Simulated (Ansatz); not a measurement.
# SiNH4F (SMILES N[SiH2]F): levels of theory compared

Aim: a comparison of 6 runs (HF/def2-SVP, B3LYP/6-31G*, PBE0/def2-SVP, PBE0/6-311G**, BLYP/def2-TZVP, MP2/pcseg-2) of SiNH4F. 

The results are computed with Ansatz 0.2.0.

8 further runs of the same task are left out: 4 for a known fault of the program, 4 set aside as unsound or not needed.

### Step 1. The molecule

SiNH4F: 7 atoms, total charge 0, spin state singlet. As SMILES, `N[SiH2]F`. Geometry: relaxed at PBE0-D4/def2-TZVP. This is one conformer, not always the lowest.

Bond lengths: N1–Si2 1.696 Å, Si2–F3 1.605 Å, N1–H4 1.006 Å, N1–H5 1.006 Å, Si2–H6 1.479 Å, Si2–H7 1.479 Å. Angles: N1–Si2–F3 114.6°, N1–Si2–H6 108.3°, N1–Si2–H7 108.3°, F3–Si2–H6 105.8°, F3–Si2–H7 105.8°, Si2–N1–H4 122.0°, Si2–N1–H5 122.0°, H6–Si2–H7 114.0°, H4–N1–H5 111.8°.

### Step 2. Energy and gradient at HF/def2-SVP (run 1)

run.yaml

```yaml
crystal:
  periodic: [false, false, false]
  atoms:
    - {symbol: "N", position_ang: [-0.761500, 0.339000, -0.625200]}
    - {symbol: Si, position_ang: [0.531100, -0.115700, 0.373400]}
    - {symbol: F, position_ang: [0.515100, -1.653900, 0.829800]}
    - {symbol: H, position_ang: [-0.786600, 0.105100, -1.603600]}
    - {symbol: H, position_ang: [-1.682200, 0.513500, -0.258400]}
    - {symbol: H, position_ang: [0.455900, 0.676200, 1.620700]}
    - {symbol: H, position_ang: [1.789400, 0.068000, -0.382300]}
basis:
  gaussian:
    orbitals: def2-SVP
hamiltonian:
  xc: hf
accuracy: high
output: {forces: true, orbitals: {seedname: orbitals}}
```

The run is started by

```
ansatz run run.yaml --threads 1 --pin off --max-ram 2610MiB --events-out events.jsonl --progress --plain --runs-dir runs
```

Output:

```text
Warning: RAYON_NUM_THREADS=1 ignored (pool sized by the plan → 1); use --threads N
Functional definition: HF
  name "HF"
  exchange = exact_x
  correlation = 0
1431 factors; integrals over basis functions are off by at most 3.4e-9 eV
mean field evaluation 1: about -12107.1832 eV, gradient 3.5e1 eV
mean field evaluation 2: about -12107.2423 eV, gradient 3.5e1 eV
mean field evaluation 4: about -12109.6987 eV, gradient 2.2e0 eV
mean field evaluation 8: about -12109.7196 eV, gradient 1.4e-1 eV
mean field -12109.71960602 eV, -445.0239872583 hartree, gradient 8.9e-8 eV, S^2 0.000000; 0 other end points of the search recorded, 0 dependent functions left out
the calculation of the forces begins
reference -12109.71960602 eV, -445.0239872583 hartree; 17, 17 occupied and 49, 49 virtual orbitals, 1431 factors
Total energy: -12109.71960602 eV, -445.0239872583 hartree
Atom 0 at    -0.761500     0.339000    -0.625200 Å, force    -0.404073    -0.052299    -0.251391 eV/Å
Atom 1 at     0.531100    -0.115700     0.373400 Å, force     0.303765     0.570911     0.031610 eV/Å
Atom 2 at     0.515100    -1.653900     0.829800 Å, force    -0.051436    -0.418637     0.092839 eV/Å
Atom 3 at    -0.786600     0.105100    -1.603600 Å, force    -0.029723     0.068800     0.243999 eV/Å
Atom 4 at    -1.682200     0.513500    -0.258400 Å, force     0.218891    -0.044093    -0.127447 eV/Å
Atom 5 at     0.455900     0.676200     1.620700 Å, force     0.059624    -0.098682    -0.113316 eV/Å
Atom 6 at     1.789400     0.068000    -0.382300 Å, force    -0.097048    -0.026000     0.123707 eV/Å
Dipole moment:    -0.256317     0.257045    -0.248758 e Å
```

Wall time 1.4 s (1 thread of Intel Xeon Platinum 8488C (Sapphire Rapids), shared host); peak memory 0.16 GiB.

### Step 3. Energy and gradient at B3LYP/6-31G(d) (Cartesian functions) (run 2)

molecule.yaml

```yaml
crystal:
  periodic: [false, false, false]
  atoms:
    - symbol: N
      position_ang: [-0.761500, 0.339000, -0.625200]
    - symbol: Si
      position_ang: [0.531100, -0.115700, 0.373400]
    - symbol: F
      position_ang: [0.515100, -1.653900, 0.829800]
    - symbol: H
      position_ang: [-0.786600, 0.105100, -1.603600]
    - symbol: H
      position_ang: [-1.682200, 0.513500, -0.258400]
    - symbol: H
      position_ang: [0.455900, 0.676200, 1.620700]
    - symbol: H
      position_ang: [1.789400, 0.068000, -0.382300]
basis:
  gaussian: {orbitals: "6-31G*"}
magnetization: {spin_polarized: false, initial_magnetization: 0}
hamiltonian: {xc: {name: B3LYP}}
accuracy: high
output: {forces: true, orbitals: {seedname: orbitals}}
```

The run is started by

```
ansatz run molecule.yaml --threads 1 --pin off --max-ram 2610MiB --events-out events.jsonl --progress --plain --runs-dir runs
```

Output, cut to the lines that bear on the results:

```text
Warning: RAYON_NUM_THREADS=1 ignored (pool sized by the plan → 1); use --threads N
Functional definition: B3LYP
  name "B3LYP"
[...]
1237 factors; integrals over basis functions are off by at most 3.4e-9 eV
[...]
mean field -12151.86905830 eV, -446.5729510599 hartree, gradient 3.7e-8 eV, S^2 0.000000; 0 other end points of the search recorded, 0 dependent functions left out
[...]
reference -12151.86909414 eV, -446.5729523770 hartree; 17, 17 occupied and 40, 40 virtual orbitals, 1237 factors
Total energy: -12151.86909414 eV, -446.5729523770 hartree
Atom 0 at    -0.761500     0.339000    -0.625200 Å, force    -0.095839     0.224886    -0.130431 eV/Å
Atom 1 at     0.531100    -0.115700     0.373400 Å, force     0.345085     0.152646     0.186039 eV/Å
Atom 2 at     0.515100    -1.653900     0.829800 Å, force    -0.009452    -0.537359     0.156826 eV/Å
Atom 3 at    -0.786600     0.105100    -1.603600 Å, force    -0.013801    -0.064367    -0.254759 eV/Å
Atom 4 at    -1.682200     0.513500    -0.258400 Å, force    -0.242043     0.040178     0.089974 eV/Å
Atom 5 at     0.455900     0.676200     1.620700 Å, force    -0.010804     0.100000     0.003642 eV/Å
Atom 6 at     1.789400     0.068000    -0.382300 Å, force     0.026854     0.084016    -0.051291 eV/Å
Dipole moment:    -0.277731     0.204090    -0.246934 e Å
```

Wall time 3.9 s (1 thread of Intel Xeon Platinum 8488C (Sapphire Rapids), shared host); peak memory 0.17 GiB.

Run 3 isn't shown in full; the table further down has it.

### Step 4. Energy and gradient at PBE0/6-311G(d,p) (run 4)

input.yaml

```yaml
crystal:
  periodic: [false, false, false]
  atoms:
    - {symbol: N, position_ang: [-0.761500, 0.339000, -0.625200]}
    - {symbol: Si, position_ang: [0.531100, -0.115700, 0.373400]}
    - {symbol: F, position_ang: [0.515100, -1.653900, 0.829800]}
    - {symbol: H, position_ang: [-0.786600, 0.105100, -1.603600]}
    - {symbol: H, position_ang: [-1.682200, 0.513500, -0.258400]}
    - {symbol: H, position_ang: [0.455900, 0.676200, 1.620700]}
    - {symbol: H, position_ang: [1.789400, 0.068000, -0.382300]}
basis:
  gaussian:
    orbitals: 6-311G_st__st_-spherical.json
hamiltonian:
  xc: {name: PBE0}
accuracy: high
output:
  forces: true
  orbitals: {seedname: orbitals}
```

The basis set 6-311G** is read from a file made from the Basis Set Exchange's data (not shown).

The run is started by

```
ansatz run input.yaml --threads 1 --pin off --max-ram 2610MiB --events-out events.jsonl --progress --plain --runs-dir runs
```

Output, cut to the lines that bear on the results:

```text
Warning: RAYON_NUM_THREADS=1 ignored (pool sized by the plan → 1); use --threads N
Functional definition: PBE0
  name "PBE0"
[...]
1663 factors; integrals over basis functions are off by at most 6.5e-9 eV
[...]
mean field -12145.65074329 eV, -446.3444321980 hartree, gradient 3.9e-8 eV, S^2 0.000000; 0 other end points of the search recorded, 0 dependent functions left out
[...]
reference -12145.65074632 eV, -446.3444323095 hartree; 17, 17 occupied and 69, 69 virtual orbitals, 1663 factors
Total energy: -12145.65074632 eV, -446.3444323095 hartree
Atom 0 at    -0.761500     0.339000    -0.625200 Å, force    -0.064203     0.049733    -0.056193 eV/Å
Atom 1 at     0.531100    -0.115700     0.373400 Å, force     0.136953     0.483342    -0.052973 eV/Å
Atom 2 at     0.515100    -1.653900     0.829800 Å, force    -0.021583    -0.612451     0.171554 eV/Å
Atom 3 at    -0.786600     0.105100    -1.603600 Å, force    -0.007300    -0.006982    -0.050179 eV/Å
Atom 4 at    -1.682200     0.513500    -0.258400 Å, force    -0.046777     0.011480     0.011017 eV/Å
Atom 5 at     0.455900     0.676200     1.620700 Å, force    -0.017579     0.045535     0.016171 eV/Å
Atom 6 at     1.789400     0.068000    -0.382300 Å, force     0.020489     0.029343    -0.039397 eV/Å
Dipole moment:    -0.264384     0.247544    -0.251236 e Å
```

It took 4.8 s on 1 thread of Intel Xeon Platinum 8488C (Sapphire Rapids), shared host; peak memory 0.25 GiB.

Run 5 isn't shown in full; the table further down has it.

### Step 5. Energy and gradient at MP2/pcseg-2 (run 6)

run.yaml, as its differences from that of step 2:

```diff
@@ -3,3 +3,3 @@
   atoms:
-    - {symbol: "N", position_ang: [-0.761500, 0.339000, -0.625200]}
+    - {symbol: N, position_ang: [-0.761500, 0.339000, -0.625200]}
     - {symbol: Si, position_ang: [0.531100, -0.115700, 0.373400]}
@@ -11,6 +11,4 @@
 basis:
-  gaussian:
-    orbitals: def2-SVP
-hamiltonian:
-  xc: hf
+  gaussian: {orbitals: pcseg-2}
+correlation: {method: mp2, frozen_orbitals: {F: 1, H: 0, "N": 1, Si: 5}}
 accuracy: high
```

The run is started by

```
ansatz run run.yaml --threads 1 --pin off --max-ram 2610MiB --events-out events.jsonl --progress --plain --runs-dir runs
```

Output, cut to the lines that bear on the results:

```text
Warning: RAYON_NUM_THREADS=1 ignored (pool sized by the plan → 1); use --threads N
Functional definition: HF
  name "HF"
[...]
2687 factors; integrals over basis functions are off by at most 3.6e-9 eV
[...]
mean field -12117.94937844 eV, -445.3264258165 hartree, gradient 1.6e-8 eV, S^2 0.000000; 0 other end points of the search recorded, 0 dependent functions left out
7 core orbitals not correlated: weight in the atoms' cores, before any rotation towards them, 1.000 or more for the frozen orbitals, at most 0.000 for the correlated occupied ones
reference -12117.94937844 eV, -445.3264258165 hartree; 10, 10 occupied and 133, 133 virtual orbitals, 2687 factors
second order -15.82283585 eV of doubles, -0.00000000 eV of singles
[...]
Total energy: -12133.77221428 eV, -445.9079043088 hartree
Atom 0 at    -0.761500     0.339000    -0.625200 Å, force    -0.149956     0.037220    -0.109506 eV/Å
Atom 1 at     0.531100    -0.115700     0.373400 Å, force     0.301355     0.138184     0.161283 eV/Å
Atom 2 at     0.515100    -1.653900     0.829800 Å, force    -0.007733    -0.008178    -0.002705 eV/Å
Atom 3 at    -0.786600     0.105100    -1.603600 Å, force    -0.027281     0.023824     0.111340 eV/Å
Atom 4 at    -1.682200     0.513500    -0.258400 Å, force     0.092941    -0.030547    -0.067361 eV/Å
Atom 5 at     0.455900     0.676200     1.620700 Å, force     0.012951    -0.134468    -0.223979 eV/Å
Atom 6 at     1.789400     0.068000    -0.382300 Å, force    -0.222277    -0.026035     0.130928 eV/Å
Dipole moment:    -0.237650     0.227608    -0.227384 e Å
```

It took 18 s on 1 thread of Intel Xeon Platinum 8488C (Sapphire Rapids), shared host; peak memory 0.66 GiB.

### Step 6. The series

```csv
run,level,Cartesian functions,frozen core orbitals,energy (Eh),dipole moment (D),HOMO energy (eV),LUMO energy (eV),wall time
1,HF/def2-SVP,no,–,-445.023987,2.11,-11.77,4.44,1.4 s
2,B3LYP/6-31G* (Cartesian functions),yes,–,-446.572952,2.04,-7.51,1.17,3.9 s
3,PBE0/def2-SVP,no,–,-446.076289,2.09,-7.92,1.36,3.9 s
4,PBE0/6-311G**,no,–,-446.344432,2.12,-8.05,0.89,4.8 s
5,BLYP/def2-TZVP,no,–,-446.634315,1.97,-6.52,-0.24,7.5 s
6,MP2/pcseg-2,no,7,-445.907904,1.92,-11.84,2.57,18 s
```

### Step 7. Results

| quantity | value |
| --- | --- |
| run 6: total energy | -445.90790 Eh |
| run 6: dipole moment (correlated density) | 1.92 D |
| run 6: HOMO energy (Hartree–Fock orbitals) | -11.84 eV |
| run 6: LUMO energy (Hartree–Fock orbitals) | 2.57 eV |
| run 6: HOMO–LUMO gap (Hartree–Fock orbitals) | 14.41 eV |
| run 6: correlation energy (7 core orbitals frozen) | -581.5 mEh |
| run 6: largest force on an atom | 0.369 eV/Å |

The dipole moment (its size) runs from 1.92 D (MP2/pcseg-2) to 2.12 D (PBE0/6-311G**). The two ends differ in method and basis. Over runs 1, 2, 3, 4, 5 the HOMO–LUMO gap runs from 6.28 eV (BLYP/def2-TZVP) to 16.21 eV (HF/def2-SVP). Totals of different functionals can't be ranked against each other. All runs together took 40 s, the longest 18 s.
